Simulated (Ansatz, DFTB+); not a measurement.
Elastic constant C13 (GPa) of solids drawn from the class of elemental solids other than molecular ones, at two levels: GFN1-xTB as cut by DFTB+ (DFTB+), and PBE (Ansatz, an electronic-structure program, PAW).

| solid | GFN1-xTB as cut by DFTB+ | PBE | shift (%) |
|---|---|---|---|
| hcp Be | 49.8 | 10.6 | -79 |
| hcp Os | 127 | 215 | +69 |
| hcp Zr | 22.3 | 66.1 | +196 |
| hcp Ru | 93.4 | 168 | +80 |
| hcp Tc | 50.8 | 186 | +266 |
| hcp Re | 50.0 | 217 | +334 |

The shifts run from -79 % to +334 %, with a median of +138 %.

Over all 6 rows PBE is the larger in 5.

Ansatz's runs of these crystals have no spin polarisation.

Spin–orbit coupling is left out, also for the solids with elements from indium on (hcp Os, hcp Re); its size isn't shown.

Each level is taken at its own relaxed cell. Caveats: codes differ in how they cut the long-range tail of xTB's charge interaction in a crystal, so the value belongs to this code (GFN1-xTB as cut by DFTB+: hcp Be, hcp Os, hcp Zr, hcp Ru, hcp Tc, hcp Re); the method was fitted mainly to molecules (GFN1-xTB as cut by DFTB+: hcp Be, hcp Os, hcp Zr, hcp Ru, hcp Tc, hcp Re); the relaxed volume lies over a fifth from the starting cell (GFN1-xTB as cut by DFTB+: hcp Be, hcp Zr). Ansatz's density-functional and Hartree–Fock values are scalar-relativistic unless marked +SOC, with PAW data made under PBE.
